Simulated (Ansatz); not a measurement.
Worked example: correlation energy of NS⁺, quintet

Geometry: that of the NS⁺, triplet, kept fixed.

```yaml
atoms:
  - { symbol: N, position_ang: [0.0000, 0.0000, 0.0000] }
  - { symbol: S, position_ang: [0.0000, 0.0000, 1.5946] }
```

Basis cc-pVTZ; Ansatz 0.2.0. Only valence electrons are correlated (noble-gas cores frozen), which leaves 10 electrons in 58 orbitals. Prefix R: restricted or restricted open-shell reference; prefix U: unrestricted.

Full CI isn't at hand for all of this; UCCSDT(Q) serves as the reference, and is uncertain by about the last step of the cluster series.

Runs differ by some tens of microhartree through their thresholds and, for an open shell, their frozen cores, so steps under 0.03 kcal/mol mean nothing.

```
    level  total energy (hartree)
      UHF             -451.511025
     UMP2             -451.729296
    UCCSD             -451.766107
 UCCSD(T)             -451.775013
   UCCSDT             -451.776456
UCCSDT(Q)             -451.776814
```

**Question.** What is the correlation energy at UCCSDT(Q), and what share of it do UMP2 and UCCSD(T) recover?

**Answer.** E(corr) = -451.776814 − (-451.511025) = -0.265789 hartree = -7.232 eV. UMP2: -0.218271 / -0.265789 = 82.12 %. UCCSD(T): -0.263988 / -0.265789 = 99.32 %.

**Question.** By how many kcal/mol does UCCSD(T) miss UCCSDT(Q) (1 hartree = 627.509 kcal/mol), and which steps make up the rest?

**Answer.** -451.775013 − (-451.776814) = 0.001801 hartree = 1.13 kcal/mol. Steps: UCCSDT − UCCSD(T) = -0.91, UCCSDT(Q) − UCCSDT = -0.22 kcal/mol. Differences between like states or geometries often cancel part of this.
